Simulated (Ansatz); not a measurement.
A made-up structure of BSiH3Cl, doublet:

| atom | x (Å) | y (Å) | z (Å) |
| --- | --- | --- | --- |
| Si1 | -0.3478 | 0.4705 | -0.2414 |
| B2 | 0.6355 | -0.7360 | 1.0069 |
| Cl3 | 1.5521 | -2.1594 | 0.7897 |
| H4 | -0.3009 | 0.0965 | -1.6843 |
| H5 | -1.7666 | 0.4962 | 0.2053 |
| H6 | 0.3587 | -0.6569 | 2.1203 |

It is relaxed with PBE-D4/def2-SVP and then PBE0-D4/def2-TZVP (Ansatz 0.2.0). Atoms count as bonded within 1.22 times the sum of their covalent radii (H–H: 0.88 Å). The end point is not checked to be a true minimum.

Problem. Does its bonding change? (A judgement: the text doesn't fix the answer.)

Solution. The calculation gives: No: no bond forms or breaks.

Where it ends: The first stage lowers the energy by 0.46 eV in 7 steps. It ends as BSiH₃Cl ([SiH2][BH][Cl]):
```
atom    x (Å)    y (Å)    z (Å)
 Si1  -0.5320   0.0842  -0.2247
  B2   0.5079  -0.8686   1.1012
 Cl3   1.8214  -1.9167   0.6084
  H4  -0.2941  -0.0071  -1.6838
  H5  -1.6542   0.9849   0.1279
  H6   0.2818  -0.7658   2.2675
```

Labels in which every atom is bracketed show which atoms are joined, not bond orders.

For scale, one of the runs: PBE0-D4/def2-TZVP relaxation, 123 basis functions, launched by `ansatz run in.yaml --threads 2 --pin off --events-out ev --progress --plain --max-ram 4352MiB`. The run took about 19 s on 2 CPU threads of an Arm Neoverse V2 (shared host).
